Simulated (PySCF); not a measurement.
All of these have the formula C6H12. Computed, not measured: TDDFT CAM-B3LYP/def2-SVPD, vertical, gas phase, core orbitals frozen in the response (PySCF). Geometries: PBE0-D3(BJ)/def2-SVP; one conformer of each isolated species. Triplets are in the Tamm–Dancoff approximation. 'Strongest' means the level of largest summed f among the lowest 10 singlets; it needn't be the same kind of state in each.

Question: Rank by computed HOMO energy, lowest first.
A. `C/C=C/CCC`
B. `CC1(C)CCC1`
C. `C=C[C@H](C)CC`
D. `CCC=C(C)C`
E. `CC(C)=C(C)C`

Answer: B (-9.64 eV), C (-8.74 eV), A (-8.23 eV), D (-7.94 eV), E (-7.63 eV).

| SMILES | HOMO (eV) | strongest (eV) | first f ≥ 0.01 (nm) | f (S1) | α (au) | S1 mainly |
| --- | --- | --- | --- | --- | --- | --- |
| CC1(C)CCC1 | -9.64 | 8.16 | 152 | 0.006 | 71.0 | H-1→L (91%) |
| C=C[C@H](C)CC | -8.74 | 7.39 | 168 | 0.053 | 75.5 | H→L+1 (59%) |
| C/C=C/CCC | -8.23 | 7.09 | 179 | 0.024 | 76.6 | H→L (46%) |
| CCC=C(C)C | -7.94 | 6.90 | 192 | 0.016 | 77.3 | H→L (87%) |
| CC(C)=C(C)C | -7.63 | 6.86 | 181 | 0.006 | 77.2 | H→L (95%) |

H and L stand for HOMO and LUMO.
